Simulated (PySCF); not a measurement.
**Orbital picture of MgC**

PBE0 at R = 2.107 Å; basis Mg x2c-SVPall, C x2c-SVPall; spin-free X2C with a Gaussian nucleus; PySCF 2.14. State: ³Π (triplet), unpaired electrons σ ↑, π ↑, a second solution, started from another occupation. Only the outer orbitals are listed, counted within each symmetry.

```tsv
spin	orbital	occ.	ε (eV)	on Mg (%)	main shells (%)
α	1π	1	-51.51	100	100 Mg p
α	1π	1	-51.50	100	100 Mg p
α	4σ	1	-51.45	100	100 Mg p
α	5σ	1	-15.86	7	90 C s
α	6σ	1	-7.27	29	65 C p, 28 Mg s
α	2π	1	-7.11	9	91 C p
α	7σ	1	-4.88	81	60 Mg s, 21 Mg p, 20 C p
α	2π	0	-3.88	19	81 C p, 16 Mg p
α	3π	0	-0.74	96	93 Mg p
α	3π	0	-0.59	88	83 Mg p, 12 C p
β	1π	1	-51.46	100	100 Mg p
β	1π	1	-51.43	100	100 Mg p
β	4σ	1	-51.33	100	100 Mg p
β	5σ	1	-13.83	12	86 C s
β	6σ	1	-5.89	39	53 C p, 38 Mg s
β	2π	0	-3.33	23	77 C p, 18 Mg p
β	2π	0	-2.21	39	61 C p, 34 Mg p
β	7σ	0	-2.15	74	56 Mg s, 26 C p, 18 Mg p
```

Which are the highest filled and the lowest empty level, where do they sit, and how wide is the gap?

Highest filled α 7σ at -4.88 eV (in %: 60 Mg s, 21 Mg p, 20 C p); lowest empty α 2π at -3.88 eV (in %: 81 C p, 16 Mg p); the gap at PBE0 is 1.00 eV.

```
bond order (Mayer)                              : 1.01
⟨S²⟩                                            : 2.010
charge on Mg (Mulliken, basis-dependent)        : 0.22
charge on Mg (Löwdin, basis-dependent)          : 0.00
dipole moment (positive dipole means Mg(−)C(+)) : -1.32 D
```
